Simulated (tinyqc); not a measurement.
Inside a calculation. Method: UKS/B3LYP (VWN-RPA form) in the sto-6g basis, for CH2, spin multiplicity 3. One step of it, computed by the program tinyqc.

Task: Iteration 2: DIIS coefficients. Solve [B -1; -1 0][c; lambda] = [0; -1] for the coefficients, which sum to one.

B (overlaps of the stored error matrices):
```
,1,2
1,1.5811931e+00,-1.0356040e+00
2,-1.0356040e+00,7.5482593e-01
```

Give: DIIS coefficients.

Result:

DIIS coefficients: 0.4062  0.5938
